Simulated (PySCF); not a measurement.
The isolated species `F/C=C/OCF` is ionised with Al Kα (hν = 1486.6 eV). Calculated photoelectron kinetic energies of its computed core levels, recoil neglected:

```
line  kinetic energy (eV)
   1              1193.87
   2              1193.72
   3              1191.17
   4               946.58
   5               793.37
   6               793.17
```

Computed with PySCF, delta-SCF UKS SCAN, pcX-2 on the ionised atom, pcseg-1 elsewhere, spin-free X2C.

Task: Which element, shell and site does each line come from? Numbering: `[F:1]/[CH:2]=[CH:3]/[O:4][CH2:5][F:6]`.

Result: Against the vacuum level, binding energy = hν − kinetic energy.

```json
{"line": "1", "binding energy (eV)": "292.73", "level": "C 1s", "atoms": "C3", "environment": "vinylic carbon bearing oxygen"}
{"line": "2", "binding energy (eV)": "292.88", "level": "C 1s", "atoms": "C2", "environment": "vinylic C–F carbon"}
{"line": "3", "binding energy (eV)": "295.43", "level": "C 1s", "atoms": "C5", "environment": "sp3 C–F carbon"}
{"line": "4", "binding energy (eV)": "540.02", "level": "O 1s", "atoms": "O4", "environment": "ether oxygen"}
{"line": "5", "binding energy (eV)": "693.23", "level": "F 1s", "atoms": "F1", "environment": "vinyl fluorine"}
{"line": "6", "binding energy (eV)": "693.43", "level": "F 1s", "atoms": "F6", "environment": "alkyl fluorine"}
```

Task: Where does line 6 move with hν = 1253.6 eV?

Result: To 1253.6 − 693.43 = 560.17 eV; every photoline shifts by the change in photon energy, -233.0 eV.

The listed C 1s values span 2.70 eV, from C3 (bonded to O, C (double bond) and H) to C5 (bonded to F, O and 2 H). Summing the Pauling electronegativity differences to the bonded atoms, each weighted by its formal bond order, gives +0.54 for the lowest site and +1.62 for the highest; no listed site has a larger sum than the highest.

Task: Express the binding energy of F 1s of F1 in atomic units and per mole.

Result: 693.23 eV = 25.4757 Eh = 66887 kJ/mol.

Other core shells, valence and Auger electrons aren't listed. Geometry: GFN2-xTB, one conformer, isolated molecule.

On an x86-64 server with one thread, shared host, this took 38 s wall.

Conformer computed: `[F:1]/[CH:2]=[CH:3]/[O:4][CH2:5][F:6]`: C2–C3–O4–C5 0°, C3–O4–C5–F6 180°.
